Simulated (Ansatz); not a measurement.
The input, for Ansatz 0.2.0:

```yaml
crystal:
  periodic: [false, false, false]
  atoms:
    - {symbol: Zr, position_ang: [0.000000, 0.000000, 0.000000]}
    - {symbol: H, position_ang: [0.000000, 0.000000, -2.596847]}
    - {symbol: H, position_ang: [0.000000, 0.000000, 2.596847]}
basis:
  gaussian: {orbitals: def2-SVP}
magnetization: {spin_polarized: false, initial_magnetization: 4}
correlation: {method: fci, electrons: outside_noble_gas}
```

```sh
$ ansatz run in.yaml --threads 1 --pin off --events-out ev --progress --plain --max-ram 2393MiB
```

Output:

```
729 factors; integrals over basis functions are off by at most 1.9e-7 eV
mean field evaluation 1: about -1289.4009 eV, gradient 7.0e0 eV
mean field evaluation 2: about -1289.4086 eV, gradient 7.0e0 eV
mean field evaluation 4: about -1290.2327 eV, gradient 1.2e0 eV
mean field evaluation 8: about -1290.3086 eV, gradient 3.9e-1 eV
mean field evaluation 16: about -1290.3492 eV, gradient 1.2e-4 eV
mean field evaluation 32: about -1290.3492 eV, gradient 1.7e-5 eV
mean field evaluation 64: about -1291.4292 eV, gradient 2.0e-1 eV
mean field evaluation 96: about -1290.4047 eV, gradient 1.3e-1 eV
mean field evaluation 128: about -1290.6133 eV, gradient 3.0e-3 eV
mean field evaluation 160: about -1290.6124 eV, gradient 1.5e-1 eV
mean field evaluation 192: about -1290.6313 eV, gradient 3.7e-1 eV
mean field evaluation 224: about -1291.3570 eV, gradient 9.1e-1 eV
mean field evaluation 256: about -1290.6498 eV, gradient 1.6e0 eV
mean field evaluation 288: about -1291.3694 eV, gradient 3.5e0 eV
mean field evaluation 320: about -1291.0907 eV, gradient 2.4e0 eV
mean field evaluation 352: about -1291.3696 eV, gradient 9.8e-1 eV
mean field evaluation 384: about -1290.6133 eV, gradient 1.2e-3 eV
mean field evaluation 416: about -1291.3262 eV, gradient 3.5e-1 eV
mean field evaluation 448: about -1290.3482 eV, gradient 1.5e-1 eV
mean field -1291.43587073 eV, -47.4593928825 hartree, gradient 1.7e-6 eV, S^2 6.000000; 33 other end points of the search recorded, 0 dependent functions left out
mean field evaluation 480: about -1289.8438 eV, gradient 7.0e0 eV
mean field evaluation 512: about -1291.5234 eV, gradient 4.8e-1 eV
mean field evaluation 544: about -1291.4001 eV, gradient 2.3e0 eV
mean field evaluation 576: about -1291.4253 eV, gradient 1.3e-1 eV
mean field evaluation 608: about -1291.2524 eV, gradient 1.0e-3 eV
mean field evaluation 640: about -1291.5413 eV, gradient 2.0e-4 eV
mean field evaluation 672: about -1291.4430 eV, gradient 1.3e0 eV
determinant -1290.61331944 eV, -47.4291646805 hartree, with singles and doubles -1293.05489606 eV, -47.5188909661 hartree
determinant -1290.40496436 eV, -47.4215077724 hartree, with singles and doubles -1292.90239807 eV, -47.5132867685 hartree
determinant -1290.34916191 eV, -47.4194570701 hartree, with singles and doubles -1292.68578309 eV, -47.5053263146 hartree
determinant -1289.62930659 eV, -47.3930028750 hartree, with singles and doubles -1291.99582540 eV, -47.4799708373 hartree
determinant -1290.61331944 eV, -47.4291646805 hartree, with singles and doubles -1293.06799668 eV, -47.5193724049 hartree
determinant -1290.40496436 eV, -47.4215077724 hartree, with singles and doubles -1292.94275513 eV, -47.5147698629 hartree
determinant -1290.34916191 eV, -47.4194570701 hartree, with singles and doubles -1292.81316604 eV, -47.5100075518 hartree
4 core orbitals not correlated: weight in the atoms' cores, before any rotation towards them, 1.000 or more for the frozen orbitals, at most 0.000 for the correlated occupied ones
reference -1290.61331944 eV, -47.4291646805 hartree; 5, 1 occupied and 32, 36 virtual orbitals, 729 factors
state -1293.26109418 eV, -47.5264686074 hartree
Total energy: -1293.26109418 eV, -47.5264686074 hartree
```

Ran on 1 thread of Arm Neoverse V1, shared host: 8.9 min wall, 0.69 GiB peak host memory.
